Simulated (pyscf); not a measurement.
Elementary routes open to `[GaH2][AsH2]` + `[OH2]` in the gas phase (singlet surface):
A. `[OH][GaH][AsH2]` + `[H][H]` (Ga–H, H–O broken; Ga–O, H–H formed)
B. `[AsH3]` + `[OH][GaH2]` (As–Ga, H–O broken; As–H, Ga–O formed)

Structures and frequencies: ωB97X-D3(BJ)/def2-SVP in PySCF.

### Question
Rank the routes by free-energy barrier at 600 K, lowest first, for ωB97M-D3(BJ)/def2-TZVP energies (ideal gas, 1 atm, RRHO with modes under 100 cm⁻¹ raised to 100, one conformer, R ln 2 for chiral ones without a mode under 150 cm⁻¹).

### Answer
A (131.7 kJ/mol), B (135.7 kJ/mol)

Route A is the fastest of these, ahead of the next by 4.0 kJ/mol. The most stable products are those of A (ΔG = -42.8 kJ/mol), so kinetics and thermodynamics agree. At 1200 K A is still the fastest. A: On the reactant side the descent ends in an adduct with a Ga–O contact, 62.7 kJ/mol under the separated species and 104.5 kJ/mol under the saddle at ωB97X-D3(BJ)/def2-TZVP. B: On the reactant side the descent ends in an adduct with a Ga–O contact, 65.8 kJ/mol under the separated species and 108.3 kJ/mol under the saddle at ωB97X-D3(BJ)/def2-TZVP. On the product side the descent ends in an adduct with a As–Ga contact, 50.6 kJ/mol under the separated species and 90.6 kJ/mol under the saddle at ωB97X-D3(BJ)/def2-TZVP. Only these routes are compared; each barrier is that of the saddle found, and lower ones may exist. Elements up to Kr have no core potential and no relativistic terms here.
